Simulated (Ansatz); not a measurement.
A short molecular-dynamics run on C₂H₆S₂ (`SCCS`).

```yaml
crystal:
  periodic: [false, false, false]
  atoms:
    - {symbol: S, position_ang: [-1.349721, 0.433421, -1.286697]}
    - {symbol: C, position_ang: [-0.261737, 0.622892, 0.158511]}
    - {symbol: C, position_ang: [0.312820, -0.714183, 0.575554]}
    - {symbol: S, position_ang: [1.202937, -1.587936, -0.735540]}
    - {symbol: H, position_ang: [-2.145686, 1.472753, -0.989295]}
    - {symbol: H, position_ang: [-0.843380, 1.036121, 0.985033]}
    - {symbol: H, position_ang: [0.542935, 1.323622, -0.076635]}
    - {symbol: H, position_ang: [-0.490591, -1.396765, 0.861096]}
    - {symbol: H, position_ang: [0.967027, -0.587322, 1.440908]}
    - {symbol: H, position_ang: [2.148595, -0.653702, -0.930035]}
basis:
  gaussian: {orbitals: def2-SVP}
magnetization: {spin_polarized: true, initial_magnetization: 0}
hamiltonian: {xc: {name: PBE}, dispersion: d4}
md: {timestep: 0.5 fs, n_steps: 50, ensemble: nvt_langevin, temperature: 1000, initial_velocities: maxwell_boltzmann, friction: 0.01, seed: 664}
```

```sh
$ ansatz run in.yaml --threads 4 --pin off --events-out ev --progress --plain --max-ram 10444MiB
```

```csv
step,time (fs),potential energy (eV),kinetic (eV),T (K),conserved (eV)
0,0.0,-23821.8421,1.1633,900,–
1,0.5,-23821.8446,1.1403,882,–
2,1.0,-23821.7671,1.0141,785,–
3,1.5,-23821.6365,0.9360,724,–
4,2.0,-23821.4802,0.7651,592,–
5,2.5,-23821.3297,0.6159,476,–
6,3.0,-23821.2067,0.5091,394,–
7,3.5,-23821.1187,0.4361,337,–
8,4.0,-23821.0725,0.4520,350,–
9,4.5,-23821.0733,0.4770,369,–
10,5.0,-23821.1127,0.5247,406,–
11,5.5,-23821.1871,0.6305,488,–
12,6.0,-23821.2907,0.7581,586,–
13,6.5,-23821.4010,0.8971,694,–
14,7.0,-23821.4818,1.0024,775,–
15,7.5,-23821.4961,0.9721,752,–
16,8.0,-23821.4233,0.8483,656,–
17,8.5,-23821.2746,0.7353,569,–
18,9.0,-23821.0993,0.5398,418,–
19,9.5,-23820.9779,0.4428,343,–
20,10.0,-23820.9670,0.4241,328,–
21,10.5,-23821.0551,0.5091,394,–
22,11.0,-23821.1884,0.6787,525,–
23,11.5,-23821.2985,0.7798,603,–
24,12.0,-23821.3558,0.8050,623,–
25,12.5,-23821.3631,0.7775,602,–
26,13.0,-23821.3344,0.8012,620,–
27,13.5,-23821.2852,0.7529,582,–
28,14.0,-23821.2351,0.7374,570,–
29,14.5,-23821.1953,0.6940,537,–
30,15.0,-23821.1652,0.6943,537,–
31,15.5,-23821.1471,0.6358,492,–
32,16.0,-23821.1420,0.6392,494,–
33,16.5,-23821.1519,0.6533,505,–
34,17.0,-23821.1821,0.7234,560,–
35,17.5,-23821.2232,0.7563,585,–
36,18.0,-23821.2680,0.8078,625,–
37,18.5,-23821.3093,0.8521,659,–
38,19.0,-23821.3327,0.8443,653,–
39,19.5,-23821.3340,0.8448,654,–
40,20.0,-23821.3271,0.7721,597,–
41,20.5,-23821.3293,0.8184,633,–
42,21.0,-23821.3537,0.8833,683,–
43,21.5,-23821.4075,0.9430,730,–
44,22.0,-23821.4685,1.0304,797,–
45,22.5,-23821.5002,1.0511,813,–
46,23.0,-23821.4855,1.0250,793,–
47,23.5,-23821.4396,0.9172,710,–
48,24.0,-23821.3882,0.8761,678,–
49,24.5,-23821.3444,0.8224,636,–
50,25.0,-23821.3211,0.7673,594,–
```

Velocities are drawn at the set temperature; a run this short doesn't reach equilibrium.

Frames (Å, forces in eV/Å):

```xyz
10
time=0.0 fs
S    -1.350    0.433   -1.287    0.010   -0.498   -0.574
C    -0.262    0.623    0.159   -0.090   -0.265   -0.041
C     0.313   -0.714    0.576    0.072    0.255   -0.190
S     1.203   -1.588   -0.736   -0.162   -0.659   -0.318
H    -2.146    1.473   -0.989   -0.306    0.424    0.133
H    -0.843    1.036    0.985   -0.268    0.252    0.467
H     0.543    1.324   -0.077    0.461    0.408   -0.080
H    -0.491   -1.397    0.861   -0.417   -0.362    0.155
H     0.967   -0.587    1.441    0.330    0.069    0.506
H     2.149   -0.654   -0.930    0.369    0.378   -0.059
10
time=1.5 fs
S    -1.352    0.431   -1.290   -0.860    1.079    0.087
C    -0.247    0.613    0.150   -1.400    1.155    2.398
C     0.321   -0.718    0.566    0.052   -0.281    0.986
S     1.199   -1.585   -0.734    0.276   -0.424   -0.570
H    -2.169    1.561   -0.969    0.786   -1.079   -0.318
H    -0.877    1.036    1.106    1.228   -0.744   -1.972
H     0.563    1.343   -0.032    0.096    0.163   -0.145
H    -0.515   -1.401    0.818   -0.020   -0.047    0.169
H     0.988   -0.630    1.476   -0.470    0.072   -0.447
H     2.124   -0.610   -0.878    0.312    0.105   -0.187
10
time=3.0 fs
S    -1.356    0.430   -1.294   -0.993    1.780    0.527
C    -0.235    0.604    0.147   -1.313    2.079    3.111
C     0.326   -0.720    0.561   -0.290   -0.949    1.692
S     1.194   -1.583   -0.735    0.832    0.024   -0.750
H    -2.171    1.619   -0.954    1.152   -1.698   -0.514
H    -0.890    1.024    1.190    1.587   -0.926   -2.793
H     0.590    1.373    0.008   -0.573   -0.434   -0.159
H    -0.541   -1.406    0.782    0.422    0.295    0.165
H     0.997   -0.675    1.503   -0.899    0.183   -0.982
H     2.114   -0.568   -0.824    0.074   -0.354   -0.298
10
time=4.5 fs
S    -1.364    0.431   -1.297   -0.740    1.990    0.815
C    -0.227    0.599    0.149   -1.070    2.345    3.230
C     0.331   -0.725    0.556   -0.927   -1.356    1.848
S     1.187   -1.582   -0.735    1.362    0.368   -0.903
H    -2.143    1.648   -0.948    1.109   -1.806   -0.568
H    -0.869    0.987    1.210    1.441   -0.788   -2.866
H     0.606    1.394    0.051   -0.899   -0.783   -0.307
H    -0.563   -1.406    0.760    0.730    0.490    0.139
H     0.985   -0.716    1.509   -0.860    0.313   -0.970
H     2.110   -0.535   -0.774   -0.147   -0.773   -0.419
10
time=6.0 fs
S    -1.371    0.433   -1.299   -0.191    1.717    0.937
C    -0.220    0.598    0.157   -0.906    1.853    2.760
C     0.334   -0.736    0.551   -1.532   -1.150    1.386
S     1.180   -1.580   -0.735    1.766    0.457   -1.028
H    -2.078    1.648   -0.953    0.714   -1.411   -0.489
H    -0.827    0.932    1.173    0.940   -0.409   -2.305
H     0.605    1.396    0.088   -0.769   -0.714   -0.486
H    -0.575   -1.393    0.742    0.629    0.325    0.183
H     0.956   -0.743    1.493   -0.417    0.336   -0.403
H     2.107   -0.519   -0.720   -0.234   -1.005   -0.554
10
time=7.5 fs
S    -1.379    0.437   -1.300    0.676    0.696    0.829
C    -0.212    0.598    0.172   -0.227    0.467    0.510
C     0.334   -0.749    0.549   -1.971   -0.491    0.193
S     1.173   -1.575   -0.738    1.820    0.131   -1.129
H    -1.990    1.625   -0.973   -0.042   -0.274   -0.212
H    -0.775    0.869    1.082   -0.528    0.455   -0.050
H     0.587    1.383    0.106   -0.201   -0.241   -0.605
H    -0.575   -1.367    0.728    0.132   -0.150    0.295
H     0.925   -0.755    1.456    0.403    0.267    0.805
H     2.103   -0.532   -0.678   -0.061   -0.859   -0.635
10
time=9.0 fs
S    -1.385    0.441   -1.299    1.559   -0.829    0.546
C    -0.205    0.600    0.185    1.852   -1.354   -3.646
C     0.332   -0.760    0.549   -1.785    0.233   -0.754
S     1.169   -1.571   -0.744    1.500   -0.428   -1.170
H    -1.900    1.605   -0.995   -0.857    1.339    0.156
H    -0.741    0.819    0.987   -3.283    1.717    4.085
H     0.573    1.372    0.113    0.313    0.219   -0.634
H    -0.567   -1.345    0.718   -0.561   -0.687    0.462
H     0.915   -0.763    1.434    0.909    0.198    1.599
H     2.096   -0.567   -0.650    0.351   -0.409   -0.643
10
time=10.5 fs
S    -1.389    0.444   -1.297    1.878   -1.629    0.364
C    -0.195    0.601    0.192    1.149   -1.857   -3.459
C     0.326   -0.769    0.547   -0.805    0.657    0.158
S     1.165   -1.568   -0.750    0.864   -1.194   -1.246
H    -1.827    1.617   -1.017   -1.144    2.192    0.284
H    -0.774    0.813    0.970   -3.162    1.633    3.894
H     0.556    1.372    0.115    0.784    0.634   -0.615
H    -0.565   -1.345    0.716   -0.882   -0.874    0.512
H     0.926   -0.771    1.456    0.297    0.145    0.675
H     2.091   -0.619   -0.628    1.020    0.293   -0.567
10
time=12.0 fs
S    -1.393    0.447   -1.294    1.504   -0.656    0.556
C    -0.182    0.600    0.196   -2.197   -1.042    0.012
C     0.319   -0.776    0.545   -0.362    0.492    1.560
S     1.161   -1.568   -0.757    0.163   -1.817   -1.271
H    -1.784    1.675   -1.037   -0.728    1.228    0.012
H    -0.860    0.842    1.026   -0.114    0.541    0.295
H     0.549    1.380    0.105    0.952    0.763   -0.517
H    -0.581   -1.367    0.720   -0.414   -0.486    0.381
H     0.935   -0.771    1.501   -0.479    0.057   -0.599
H     2.098   -0.676   -0.610    1.675    0.921   -0.429
10
time=13.5 fs
S    -1.398    0.447   -1.291    1.006    0.999    0.847
C    -0.173    0.598    0.202   -3.758    0.013    1.456
C     0.310   -0.782    0.545   -0.368    0.293    2.327
S     1.157   -1.567   -0.764    0.095   -1.725   -1.173
H    -1.761    1.760   -1.056   -0.196   -0.451   -0.310
H    -0.943    0.889    1.083    1.720   -0.166   -1.486
H     0.558    1.396    0.079    0.545    0.266   -0.298
H    -0.595   -1.397    0.743    0.108   -0.021    0.150
H     0.931   -0.764    1.530   -0.735   -0.051   -1.176
H     2.134   -0.720   -0.592    1.582    0.843   -0.337
10
time=15.0 fs
S    -1.405    0.447   -1.285    0.707    2.150    0.970
C    -0.172    0.595    0.212   -3.778    1.079    1.372
C     0.300   -0.788    0.548   -0.513    0.198    2.346
S     1.154   -1.567   -0.769    0.839   -0.962   -0.902
H    -1.736    1.842   -1.084    0.089   -1.641   -0.448
H    -0.986    0.937    1.103    2.313   -0.524   -1.864
H     0.573    1.416    0.039   -0.118   -0.564    0.016
H    -0.603   -1.425    0.776    0.440    0.313   -0.102
H     0.912   -0.754    1.528   -0.531   -0.148   -1.030
H     2.207   -0.749   -0.584    0.552    0.099   -0.358
10
time=16.5 fs
S    -1.410    0.444   -1.277    0.565    2.652    0.933
C    -0.178    0.596    0.223   -3.283    1.581    0.772
C     0.289   -0.795    0.557   -0.758    0.311    1.403
S     1.152   -1.568   -0.775    1.642   -0.235   -0.558
H    -1.716    1.890   -1.111    0.173   -2.179   -0.453
H    -0.988    0.972    1.078    2.246   -0.637   -1.586
H     0.582    1.432    0.003   -0.565   -1.184    0.295
H    -0.600   -1.451    0.806    0.452    0.451   -0.265
H     0.881   -0.747    1.501    0.117   -0.192   -0.153
H     2.291   -0.774   -0.583   -0.588   -0.568   -0.387
10
time=18.0 fs
S    -1.417    0.444   -1.268    0.541    2.607    0.857
C    -0.188    0.603    0.236   -2.183    1.132   -0.521
C     0.274   -0.801    0.569   -0.904    0.582   -0.074
S     1.151   -1.569   -0.780    1.979    0.100   -0.255
H    -1.686    1.896   -1.141    0.102   -2.130   -0.400
H    -0.937    0.984    1.022    1.215   -0.262   -0.457
H     0.575    1.437   -0.028   -0.634   -1.424    0.459
H    -0.589   -1.473    0.828    0.173    0.395   -0.309
H     0.849   -0.740    1.472    0.971   -0.187    1.048
H     2.361   -0.815   -0.581   -1.259   -0.813   -0.347
10
time=19.5 fs
S    -1.422    0.445   -1.259    0.610    1.888    0.798
C    -0.201    0.614    0.247   -0.008   -0.618   -2.920
C     0.258   -0.805    0.578   -0.354    1.028   -0.726
S     1.152   -1.569   -0.783    1.831    0.100   -0.078
H    -1.656    1.854   -1.181   -0.062   -1.380   -0.300
H    -0.856    0.994    0.967   -1.175    0.886    1.999
H     0.561    1.418   -0.042   -0.319   -1.188    0.384
H    -0.570   -1.485    0.853   -0.328    0.129   -0.284
H     0.841   -0.744    1.464    1.236   -0.126    1.376
H     2.403   -0.878   -0.576   -1.431   -0.720   -0.250
10
time=21.0 fs
S    -1.427    0.449   -1.249    0.768    0.169    0.739
C    -0.213    0.623    0.253    0.958   -2.261   -4.239
C     0.245   -0.808    0.584    0.602    1.344   -0.008
S     1.154   -1.569   -0.788    1.170   -0.167   -0.036
H    -1.632    1.783   -1.239   -0.295    0.315   -0.190
H    -0.804    1.028    0.954   -2.517    1.687    3.527
H     0.547    1.377   -0.053    0.276   -0.595    0.133
H    -0.564   -1.491    0.876   -0.532   -0.019   -0.297
H     0.854   -0.751    1.488    0.619   -0.113    0.448
H     2.412   -0.963   -0.570   -1.048   -0.360   -0.077
10
time=22.5 fs
S    -1.431    0.453   -1.238    0.925   -1.975    0.815
C    -0.223    0.627    0.256   -1.344   -1.810   -1.822
C     0.234   -0.807    0.588    1.314    1.208    1.089
S     1.157   -1.567   -0.793   -0.075   -0.593   -0.145
H    -1.621    1.720   -1.303   -0.510    2.366   -0.227
H    -0.807    1.098    1.013   -0.757    0.409    1.379
H     0.537    1.324   -0.059    1.059    0.232   -0.217
H    -0.573   -1.501    0.886   -0.333    0.120   -0.344
H     0.878   -0.750    1.527   -0.251   -0.146   -0.733
H     2.397   -1.062   -0.557   -0.027    0.191    0.206
10
time=24.0 fs
S    -1.434    0.458   -1.227    0.837   -2.531    0.915
C    -0.236    0.628    0.254   -2.827   -0.524    0.486
C     0.226   -0.803    0.593    1.604    0.859    1.742
S     1.161   -1.565   -0.797   -1.608   -0.963   -0.406
H    -1.624    1.707   -1.373   -0.448    2.777   -0.302
H    -0.830    1.178    1.097    0.855   -1.033   -0.891
H     0.552    1.279   -0.060    1.202    0.565   -0.322
H    -0.582   -1.512    0.881   -0.087    0.294   -0.328
H     0.904   -0.749    1.556   -0.889   -0.146   -1.471
H     2.373   -1.150   -0.540    1.360    0.701    0.576
10
time=25.0 fs
S    -1.436    0.459   -1.219    0.580   -1.596    0.774
C    -0.246    0.627    0.253   -2.699    0.276    1.090
C     0.223   -0.799    0.597    1.472    0.480    1.847
S     1.164   -1.564   -0.799   -2.205   -0.975   -0.520
H    -1.634    1.730   -1.423   -0.210    1.729   -0.164
H    -0.844    1.222    1.138    1.314   -1.529   -1.619
H     0.577    1.252   -0.061    0.826    0.458   -0.212
H    -0.590   -1.518    0.879    0.117    0.439   -0.336
H     0.916   -0.752    1.561   -1.078   -0.091   -1.612
H     2.369   -1.197   -0.519    1.882    0.811    0.751
```

Hardware: 4 threads of an Arm Neoverse V1 on a shared host. Wall time 74 s, peak host memory 0.16 GiB.
